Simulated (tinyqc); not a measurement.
Inside a calculation. Method: MP2 on RHF in the sto-3g basis, for HF, spin multiplicity 1. One step of it, computed by the program tinyqc.

Problem. Second-order Moller-Plesset energy. E2 = sum_ijab (ia|jb) [2 (ia|jb) - (ib|ja)] / (e_i + e_j - e_a - e_b) over occupied i, j and virtual a, b; the opposite-spin part is (ia|jb)^2 / denominator, the rest is same-spin, and SCS-MP2 scales them by 6/5 and 1/3.

orbital energies (hartree): MO1 -25.923019, MO2 -1.419122, MO3 -0.501053, MO4 -0.462716, MO5 -0.462716, MO6 0.396667

Two-electron integrals over orbitals (pq|rs), unique and non-zero (hartree):
```
(11|11) 5.364188    (21|11) -0.519538   (21|21) 0.079345    (22|11) 1.228194
(22|21) -0.022358   (22|22) 0.869008    (31|11) 0.110159    (31|21) -0.016151
(31|22) 0.007469    (31|31) 0.018108    (32|11) -0.125809   (32|21) 0.005621
(32|22) -0.043698   (32|31) 0.020610    (32|32) 0.139702    (33|11) 0.905128
(33|21) -0.008805   (33|22) 0.703434    (33|31) -0.002545   (33|32) -0.018912
(33|33) 0.690102    (41|41) 0.029545    (42|41) 0.039965    (42|42) 0.188184
(43|41) -0.007719   (43|42) -0.030527   (43|43) 0.037101    (44|11) 1.264023
(44|21) -0.014994   (44|22) 0.892417    (44|31) 0.003241    (44|32) -0.069146
(44|33) 0.690837    (44|44) 0.997514    (51|51) 0.029545    (52|51) 0.039965
(52|52) 0.188184    (53|51) -0.007719   (53|52) -0.030527   (53|53) 0.037101
(54|54) 0.053770    (55|11) 1.264023    (55|21) -0.014994   (55|22) 0.892417
(55|31) 0.003241    (55|32) -0.069146   (55|33) 0.690837    (55|44) 0.889973
(55|55) 0.997514    (61|11) 0.116068    (61|21) -0.018601   (61|22) 0.002502
(61|31) -0.011786   (61|32) -0.023604   (61|33) 0.006626    (61|44) 0.003347
(61|55) 0.003347    (61|61) 0.020737    (62|11) -0.168947   (62|21) 0.004340
(62|22) -0.093125   (62|31) -0.019969   (62|32) -0.072342   (62|33) -0.023723
(62|44) -0.091762   (62|55) -0.091762   (62|61) 0.018518    (62|62) 0.091865
(63|11) -0.411055   (63|21) 0.006930    (63|22) -0.225570   (63|31) 0.001563
(63|32) 0.084308    (63|33) -0.098007   (63|44) -0.237938   (63|55) -0.237938
(63|61) -0.005131   (63|62) 0.040334    (63|63) 0.222794    (64|41) -0.007577
(64|42) -0.030825   (64|43) -0.021239   (64|64) 0.029464    (65|51) -0.007577
(65|52) -0.030825   (65|53) -0.021239   (65|65) 0.029464    (66|11) 0.847836
(66|21) -0.009025   (66|22) 0.646361    (66|31) 0.011095    (66|32) 0.050009
(66|33) 0.653716    (66|44) 0.629090    (66|55) 0.629090    (66|61) -0.007726
(66|62) -0.056283   (66|63) -0.024109   (66|66) 0.682745
```

Hartree-Fock energy = -98.52724437 hartree

Give: Terms; Pair energies; MP2 correlation energy; SCS-MP2 correlation energy; MP2 total energy.

Solution.

Terms:
```
i  j  a  b  (ia|jb)  (ib|ja)  denominator       term
3  3  6  6   0.2228   0.2228      -1.7954    -0.0276
2  2  6  6   0.0919   0.0919      -3.6316    -0.0023
2  3  6  6   0.0403   0.0403      -2.7135    -0.0006
3  2  6  6   0.0403   0.0403      -2.7135    -0.0006
4  4  6  6   0.0295   0.0295      -1.7188    -0.0005
5  5  6  6   0.0295   0.0295      -1.7188    -0.0005
2  1  6  6   0.0185   0.0185     -28.1355  -1.22e-05
1  2  6  6   0.0185   0.0185     -28.1355  -1.22e-05
1  1  6  6   0.0207   0.0207     -52.6394  -8.17e-06
3  1  6  6  -0.0051  -0.0051     -27.2174  -9.67e-07
1  3  6  6  -0.0051  -0.0051     -27.2174  -9.67e-07
```

Pair energies (hartree; pair i-j sums ij and ji):
```
pair  opposite spin  same spin
1-1       -8.17e-06     0.0000
2-1       -2.44e-05     0.0000
2-2         -0.0023     0.0000
3-1       -1.93e-06     0.0000
3-2         -0.0012     0.0000
3-3         -0.0276     0.0000
4-4         -0.0005     0.0000
5-5         -0.0005     0.0000
```

MP2 correlation energy = -0.032214 hartree

SCS-MP2 correlation energy = -0.038657 hartree

MP2 total energy = -98.559458 hartree
